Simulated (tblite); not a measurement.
C2H7OP.
SMILES: `C[PH](C)=O`

Method: GFN2-xTB as coded in tblite; computed harmonic values from a numerical Hessian at the method's own geometry, unscaled. Against measured fundamentals such values can be off by several per cent, at times by over 20. Modes of hydrogen on phosphorus can be 10 to 20 % off.

Harmonic wavenumbers (cm⁻¹): 157.2, 177.1, 228.7, 315.8, 326.2, 674.1, 699.7, 756.6, 833.8, 837.4, 875.7, 950.5, 981.8, 1271.7, 1311.6, 1321.1, 1415.5, 1423.0, 1430.4, 1438.1, 2289.8, 2995.6, 2998.8, 3012.9, 3014.2, 3041.0, 3046.4.

A = 6923, B = 6187, C = 3781 MHz; mass 78.023 u (most abundant isotopes); point group Cs, symmetry number 1.

Q: What is the zero-point energy?

A: Half the sum of the wavenumbers: 18912 cm⁻¹ = 54.07 kcal/mol.

Q: Give the ideal-gas entropy at 500 K and 1 bar in the rigid-rotor, harmonic-oscillator model (classical rotation).

A: Translation 41.57, rotation 26.64, vibration 21.18: S = 89.4 cal/(mol K).

Q: And Cp and H(500 K) − H(0)?

A: Cp = 32.23 cal/(mol K), of which vibrations give 24.28 (their classical limit is 27 R = 53.7); H(500 K) − H(0) = 9.96 kcal/mol without the zero-point energy, 5.99 from vibrations.

Q: What must be added to the electronic energy to get the Gibbs energy at 500 K and 1 bar?

A: ZPE + [H(500 K) − H(0)] − T·S = 54.07 + 9.96 − 44.70 = 19.33 kcal/mol.

Q: Which modes carry the vibrational entropy at 500 K?

A: 157.2 cm⁻¹: 3.58; 177.1 cm⁻¹: 3.35; 228.7 cm⁻¹: 2.85; 315.8 cm⁻¹: 2.24; 326.2 cm⁻¹: 2.18; 674.1 cm⁻¹: 0.96 cal/(mol K); the other 21 give 6.01 together.

Q: How do the functions run with temperature in this model?

A: 
| T (K) | S (cal/(mol K)) | Cp (cal/(mol K)) | H − H(0) (kcal/mol) | G − H(0) (kcal/mol) | ln q(vib) |
| --- | --- | --- | --- | --- | --- |
| 100 | 57.3 | 12.2 | 0.93 | -4.80 | 0.25 |
| 200 | 67.4 | 17.4 | 2.42 | -11.06 | 1.17 |
| 300 | 75.5 | 22.7 | 4.42 | -18.21 | 2.27 |
| 800 | 106.8 | 41.7 | 21.16 | -64.25 | 8.21 |
| 1000 | 116.5 | 45.9 | 29.94 | -86.60 | 10.48 |

q(vib) and H(0) count from the zero-point level.

Hindered rotation and anharmonicity are outside this model.

Run on one thread of an x86-64 server, on a shared host. This covers the Hessian and the dipole derivatives.
